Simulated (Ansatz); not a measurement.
Eight cases of atomisation energy with Al to Br (electronic energies, kJ/mol), geometries: B3LYP-D3(BJ)/def2-TZVP. Functionals by Ansatz (an electronic-structure program) in def2-TZVPD; columns hold the difference against the high level (Ansatz, AFQMC by cisd_afqmc): A = CCSD(T)/CBS(cc-pV(Q+d)Z,cc-pV(5+d)Z) + [CCSDT(Q) - CCSD(T)]/cc-pV(Q+d)Z + [CCSDTQ - CCSDT(Q)]/cc-pV(D+d)Z + core + X2C; B = CCSD(T)/CBS(cc-pV(Q+d)Z,cc-pV(5+d)Z) + [CCSDT(Q) - CCSD(T)]/cc-pV(T+d)Z + [CCSDTQ - CCSDT(Q)]/cc-pV(D+d)Z + core + X2C; C = CCSD(T)/CBS(cc-pV(Q+d)Z,cc-pV(5+d)Z) + [CCSDT(Q) - CCSD(T)]/cc-pV(T+d)Z + core + X2C; D = CCSD(T)/CBS(cc-pV(T+d)Z,cc-pV(Q+d)Z) + [CCSDT(Q) - CCSD(T)]/cc-pV(D+d)Z + core + X2C; E = CCSD(T)/CBS(cc-pVTZ,cc-pVQZ) + [CCSDT(Q) - CCSD(T)]/cc-pVDZ; F = CCSD(T)/CBS(def2-TZVPP,def2-QZVPP) + [CCSDT(Q) - CCSD(T)]/def2-SVP. The cases were drawn at random from those of this class that have a high level and all functionals, leaving out states under which another spin lies or may lie. Left out are anions, K, Ca, elements past Kr, ionisation of Li, Na and Mg, pi-pi* triplets of linear molecules and other triplets made from a closed-shell parent. Runs that doubt their state, and full CI more than 15 mEh from coupled cluster, are set aside; a case stays where another high level and all functionals remain. AFQMC serves as high level only in triple zeta or larger, with a steady walk, a bar under 0.8 kcal/mol and agreement with other high levels or trials where they ran; where none ran, an unstable determinant or (outside 3d species) a high T1 diagnostic also bars it, so strongly correlated cases are thinned. No case was kept or dropped by the size of a functional's miss. Each difference is the functional minus the high level; affinities count positive where energy is released, gaps as the second state minus the first. Open shells are spin-unrestricted; no spin-orbit coupling. Correlated methods leave the cores frozen (noble-gas shells, and filled d and f shells in the p block). Rows without X2C or -DK are non-relativistic. CBS(X,Y): correlation extrapolated as X^-3, Hartree-Fock from the larger set (Q,5: extrapolated as (X+1)exp(-9√X)). A bracket is a step between two methods taken in the basis named. Functionals run without relativity, which enters their misses. Double hybrids freeze cores in their MP2 part. '+ core + X2C': CCSD(T) terms for core correlation (cc-pwCVTZ, 1s frozen past Ne) and scalar relativity (cc-pVTZ-DK). Where a partner has so few electrons that a lower coupled-cluster level is exact, that level stands in. Spin-orbit terms, left out, reach several kcal/mol for Br and I, and more for heavier atoms. The T1 diagnostic of H2OSi (O=[SiH2], singlet) reaches 0.025 in the sets run. The restricted determinant of F2Si (F[Si]F, singlet) is unstable towards broken spin symmetry in at least one set run.

| case | level | value |
|---|---|---|
| SiH2Br2 (dibromosilane, SMILES Br[SiH2]Br) | F | 1373.6 |
| AlNH4 (SMILES [NH2][AlH2]) | B | 1763.9 |
| SiH2Cl (SMILES Cl[SiH2], doublet) | C | 1016.3 |
| C2H5S (SMILES [S]CC, doublet) | D | 2841.3 |
| C2H6S (methylsulfanylmethane, SMILES CSC) | D | 3222.2 |
| SiF2 (SMILES F[Si]F) | C | 1251.8 |
| C3H7Br (2-bromopropane, SMILES CC(C)Br) | E | 4085.8 |
| H2SiO (oxosilane, SMILES O=[SiH2]) | A | 1274.8 |

Predict the difference of PBE, B2PLYP, wB97M-V for each case and sum up.


```csv
case,PBE,B2PLYP,wB97M-V
"SiH2Br2 (dibromosilane, SMILES Br[SiH2]Br)",-23.9,-43.9,-14.8
AlNH4 (SMILES [NH2][AlH2]),-13.4,-23.8,5.4
"SiH2Cl (SMILES Cl[SiH2], doublet)",-6.2,-19.4,0.5
"C2H5S (SMILES [S]CC, doublet)",38.7,-42.9,2.3
"C2H6S (methylsulfanylmethane, SMILES CSC)",24.6,-57.0,-0.9
SiF2 (SMILES F[Si]F),5.3,-22.3,-1.2
"C3H7Br (2-bromopropane, SMILES CC(C)Br)",50.7,-55.8,-0.7
"H2SiO (oxosilane, SMILES O=[SiH2])",-0.6,-16.9,-7.3
```
PBE: mean +9.4, mean absolute 20.4, median absolute 18.6, largest +50.7; B2PLYP: mean -35.3, mean absolute 35.3, median absolute 33.4, largest -57.0; wB97M-V: mean -2.1, mean absolute 4.1, median absolute 1.7, largest -14.8 kJ/mol. PBE lies above in 4 and below in 4 of the eight.
